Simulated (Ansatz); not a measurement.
ozone (SMILES O=[O+][O-]) moved off its minimum; all values from Ansatz (a first-principles code), cores frozen in correlated methods.
(charge 0, multiplicity 1)
```xyz
3

O      1.04949    -0.21636     0.02127
O     -0.02276     0.41516    -0.05722
O     -1.10327    -0.20395    -0.01112
```

Forces at MP2/aug-cc-pVTZ (eV/Å):

| atom | Fx | Fy | Fz |
|---|---|---|---|
| O1 | 1.434 | -1.263 | 0.147 |
| O2 | 0.083 | 2.547 | -0.253 |
| O3 | -1.517 | -1.284 | 0.106 |

Problem. Give the forces (eV/Å), the total energy and the dipole at CCSD(T)/aug-cc-pVTZ.

Solution. 
```json
[
 {"atom": "O1", "Fx": "1.063", "Fy": "-1.012", "Fz": "0.116"},
 {"atom": "O2", "Fx": "0.037", "Fy": "2.025", "Fz": "-0.201"},
 {"atom": "O3", "Fx": "-1.100", "Fy": "-1.013", "Fz": "0.085"}
]
```
Energy -225.1518 hartree, dipole 0.56 D.

Doubts at one or more of the structures used: a restricted determinant that unrestricted orbitals would lower (CCSD(T)/aug-cc-pVTZ, MP2/aug-cc-pVTZ).
